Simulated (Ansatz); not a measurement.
**P2F (quartet): from Hartree-Fock to the top rungs at a displaced geometry (v1), cc-pVDZ**

An exercise on one series of results from a longer session: the logs are not shown, and one member is left open.

Program: Ansatz 0.2.0, Gaussian basis. Level of theory: cc-pVDZ, core rule «outside noble gas», up to 11 orbitals frozen. These are calculated values, not measurements.

The runs, in order: UHF; CCSD(T) on ROHF; CCSD(T) on UHF; BCCD(T) on ROHF; CISD; CCSDT(Q) on ROHF; CCSDT(Q) on UHF.

33 further runs of the same task are left out: 11 for a known fault of the program, 10 that didn't finish, 12 set aside as unsound or not needed.

### What is computed

The geometry is a PBE0/def2-TZVP stationary point (not a proven minimum) with its atoms shifted at random (size 0.040 Å).

3 atoms, charge 0, spin multiplicity 4.

Atoms are counted from 1 here; the program's logs count them from 0.

Bond lengths: F1–P2 1.598 Å, P2–P3 2.298 Å. Angles: F1–P2–P3 100.5°.

The first run:

The input, in.yaml:

```yaml
crystal:
  periodic: [false, false, false]
  atoms:
    - {symbol: F, position_ang: [-0.017716, -0.781546, 1.431700]}
    - {symbol: P, position_ang: [-0.018549, 0.611144, 0.648028]}
    - {symbol: P, position_ang: [0.029415, -0.131766, -1.526191]}
basis:
  gaussian: {orbitals: cc-pVDZ}
magnetization: {spin_polarized: true, initial_magnetization: 3}
hamiltonian: {xc: hf}
output: {orbitals: {seedname: orbitals}}
```

Run with:

```bash
> ansatz run in.yaml --threads 1 --pin off --events-out ev --progress --plain --max-ram 2393MiB
```

Steps of the session up to this table: UHF; CCSD(T) on ROHF; CCSD(T) on UHF; BCCD(T) on ROHF; CISD; CCSDT(Q) on ROHF; CCSDT(Q) on UHF.

One of the session's tables, all rows but one given; the rest of the session is left out.

```
   method  from UCCSDT(Q) (meV)
     ROHF                     ?
      UHF              +10690.3
     RMP2               +1204.9
     UMP2               +1259.2
     CISD               +1446.5
    RCCSD                +329.5
    UCCSD                +323.9
 RCCSD(T)                 +63.5
 UCCSD(T)                 +64.4
  BCCD(T)                 +59.5
   RCCSDT                 +26.0
   UCCSDT                 +25.4
RCCSDT(Q)                  +3.0
UCCSDT(Q)                     0
```

**Question.** Estimate the row for ROHF.

The run gave: from UCCSDT(Q) (meV): +10983.0. In the column «from UCCSDT(Q) (meV)» it is the highest.

Limits of these values: Restricted and unrestricted rows rest on different reference determinants; where their highest levels disagree by more than a few hundredths of an eV, they describe different states and don't form one ladder.
